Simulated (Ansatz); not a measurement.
# C2HOS: the cost of one run

Program: Ansatz 0.2.0. Level of theory: RKS PBE0-D4/def2-SVP. These are calculated values, not measurements.

## 1. The system as given

Bond lengths: S1–C2 1.637 Å, C2–C3 1.364 Å, C2–O4 1.344 Å, C3–O4 1.587 Å, C3–H5 1.089 Å. Angles: S1–C2–C3 152.1°, S1–C2–O4 134.7°, C3–C2–O4 71.8°, C2–C3–O4 53.5°, C2–C3–H5 119.3°, O4–C3–H5 110.4°, C2–O4–C3 54.7°.

Coordinates:

```xyz
5

S     1.7310    0.9869    0.6550
C     0.4485    0.1309    0.1066
C    -0.7074    0.0173   -0.6077
O     0.1900   -1.1757   -0.0704
H    -1.6621    0.0406   -0.0836
```

## 2. Preparing the start

input.yaml reads:

```yaml
crystal:
  periodic: [false, false, false]
  atoms:
    - { symbol: S, position_ang: [1.73096, 0.98693, 0.65504] }
    - { symbol: C, position_ang: [0.4485, 0.1309, 0.10664] }
    - { symbol: C, position_ang: [-0.70741, 0.01729, -0.60773] }
    - { symbol: O, position_ang: [0.19, -1.17568, -0.07037] }
    - { symbol: H, position_ang: [-1.66205, 0.04056, -0.08358] }
total_charge: -1
basis:
  gaussian: { orbitals: def2-SVP }
hamiltonian:
  xc: pbe0
  dispersion: d4
relax:
  f_tol: 0.02
  max_steps: 40
scf:
  lower_state_search: "off"
```

Started as:

```console
$ ansatz run input.yaml --threads 1 --pin off --max-ram 2048MiB --backend cpu --events-out ev --progress --plain --runs-dir out
```

What time and memory should one allow on 1 thread of Arm Neoverse V1, shared host?

About 14 s, with a peak of 0.12 GiB.
